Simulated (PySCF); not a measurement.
C5H6F (charge +1).
Atom-mapped SMILES: `[CH3:1][CH2:2][c:3]1[cH:4][c+:5]1[F:6]` (hydrogens: H7, H8, H9 on C1; H10, H11 on C2; H12 on C4)

Geometry (PBE0-D3(BJ)/def2-SVP, Å), atoms numbered from 1 in this order:
```xyz
12
C5H6F angstrom
C     -1.5765    0.6763   -0.0319
C     -0.7115   -0.5731    0.0308
C      0.7262   -0.3225    0.0068
C      2.0259   -0.8165   -0.0119
C      1.8108    0.5187   -0.0044
F      2.2789    1.6881   -0.0061
H     -2.6358    0.3930    0.0158
H     -1.3714    1.3499    0.8123
H     -1.4194    1.2277   -0.9698
H     -0.9185   -1.2846   -0.7907
H     -0.8943   -1.1700    0.9459
H      2.6880   -1.6864   -0.0247
```

Level: B3LYP/def2-SVPD in PySCF, non-relativistic, on one gas-phase PBE0-D3(BJ)/def2-SVP geometry that isn't relaxed in the solvent. The solvent is an IEF-PCM continuum (Bondi radii, 1.10 Å for H, scaled by 1.2). Only the electrostatic response of the medium enters.

Gas phase at B3LYP/def2-SVPD: HOMO -14.52 eV, LUMO -7.51 eV.

Question: What does the continuum do to the energy and the frontier levels at B3LYP/def2-SVPD in dichloromethane and acetone?

Answer: 
| solvent | ε | E(solvent) − E(gas) (kcal/mol) | polarisation term (kcal/mol) | distortion of the solute (kcal/mol) | HOMO (eV) | LUMO (eV) |
| --- | --- | --- | --- | --- | --- | --- |
| dichloromethane | 8.93 | -52.56 | -53.38 | 0.82 | -10.51 | -3.06 |
| acetone | 20.49 | -56.43 | -57.45 | 1.02 | -10.22 | -2.74 |

Polarisation term: ½ Σ q·V over the induced surface charges. Distortion: the rise of the solute's own energy as its density leaves the gas-phase optimum. From dichloromethane to acetone the lowering changes by a factor 1.07, Born's factor 1 − 1/ε by 1.07 and ε itself by 2.3.

Question: Which radius a makes Born's formula ΔE = −(q²/2a)(1 − 1/ε) give the value in acetone?

Answer: a = q²(1 − 1/ε)/(2|ΔE|) = 2.80 Å, with q = +1 e and |ΔE| = 0.0899 Eh; the farthest nucleus lies 3.17 Å from the centroid of the nuclei. The formula assumes a point charge at the centre of a sphere.

Question: How does the static polarisability (B3LYP/def2-SVPD, frozen core, with the continuum's full static response) change?

Answer: 
| medium | isotropic (au) | principal values (au) | ⟨r²⟩ of the electrons (bohr²) |
| --- | --- | --- | --- |
| gas | 50.7 | 37.1, 52.2, 62.7 | 624.4 |
| dichloromethane | 62.9 | 46.9, 65.7, 76.2 | 625.9 |
| acetone | 64.5 | 48.4, 67.4, 77.8 | 626.1 |

The isotropic value in acetone is 1.27 times the gas-phase one; no cavity-field correction is applied. ⟨r²⟩ is taken about the centre of nuclear charge.
